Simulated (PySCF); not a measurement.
**Fractional electron number in Si (silicon, neutral)**

The 3p alpha orbital of [Ne] 3s2 3p2 is emptied in steps (occupation f), with all orbitals relaxed, ending at [Ne] 3s2 3p1. Computed with PySCF 2.14 in aug-pcseg-2 (6s5p3d2f, 50 functions), with the non-relativistic Hamiltonian (point nucleus). The exact energy is a straight line in f; departures are measured from the line between the end points of the same method.

| f | UHF (eV) | LDA (eV) | PBE (eV) | PBE0 (eV) | r2SCAN (eV) | LC-wPBE (eV) | BHandHLYP (eV) | wB97X (eV) | TPSS (eV) | MN15 (eV) |
| --- | --- | --- | --- | --- | --- | --- | --- | --- | --- | --- |
| 1 | 0.000 | 0.000 | 0.000 | 0.000 | 0.000 | 0.000 | 0.000 | 0.000 | 0.000 | 0.000 |
| 0.75 | 0.099 | -0.694 | -0.678 | -0.486 | -0.637 | -0.017 | -0.304 | -0.063 | -0.655 | -0.423 |
| 0.5 | 0.127 | -0.935 | -0.908 | -0.648 | -0.844 | -0.018 | -0.406 | -0.080 | -0.874 | -0.561 |
| 0.25 | 0.093 | -0.706 | -0.680 | -0.483 | -0.622 | -0.010 | -0.305 | -0.057 | -0.653 | -0.414 |
| 0 | 0.000 | 0.000 | 0.000 | 0.000 | 0.000 | 0.000 | 0.000 | 0.000 | 0.000 | 0.000 |

Question: For PBE0, how does the orbital energy at f = 1 compare with the removal energy?

Answer: −ε = 5.632 eV against a total-energy difference of 8.220 eV. By Janak's theorem ε = ∂E/∂f, so the gap between them reflects the curvature. Along the path −ε is 6.922 (f = 0.75), 8.229 (f = 0.5), 9.526 (f = 0.25) eV.

```json
{"method": "UHF", "E(f=0) − E(f=1) (eV)": "7.633", "−ε at f=1 (eV)": "8.181", "−ε at f=0.5 (eV)": "7.615"}
{"method": "LDA", "E(f=0) − E(f=1) (eV)": "8.234", "−ε at f=1 (eV)": "4.576", "−ε at f=0.5 (eV)": "8.203"}
{"method": "PBE", "E(f=0) − E(f=1) (eV)": "8.200", "−ε at f=1 (eV)": "4.611", "−ε at f=0.5 (eV)": "8.193"}
{"method": "PBE0", "E(f=0) − E(f=1) (eV)": "8.220", "−ε at f=1 (eV)": "5.632", "−ε at f=0.5 (eV)": "8.229"}
{"method": "r2SCAN", "E(f=0) − E(f=1) (eV)": "8.318", "−ε at f=1 (eV)": "4.915", "−ε at f=0.5 (eV)": "8.357"}
{"method": "LC-wPBE", "E(f=0) − E(f=1) (eV)": "8.306", "−ε at f=1 (eV)": "8.209", "−ε at f=0.5 (eV)": "8.325"}
{"method": "BHandHLYP", "E(f=0) − E(f=1) (eV)": "7.980", "−ε at f=1 (eV)": "6.365", "−ε at f=0.5 (eV)": "7.979"}
{"method": "wB97X", "E(f=0) − E(f=1) (eV)": "8.068", "−ε at f=1 (eV)": "7.724", "−ε at f=0.5 (eV)": "8.087"}
{"method": "TPSS", "E(f=0) − E(f=1) (eV)": "8.220", "−ε at f=1 (eV)": "4.742", "−ε at f=0.5 (eV)": "8.226"}
{"method": "MN15", "E(f=0) − E(f=1) (eV)": "8.119", "−ε at f=1 (eV)": "5.868", "−ε at f=0.5 (eV)": "8.140"}
```

Reference removal energy between the ground levels: 8.152 eV (measured; NIST Atomic Spectra Database, ionization energies). The calculation has no spin-orbit coupling. UHF lacks correlation.
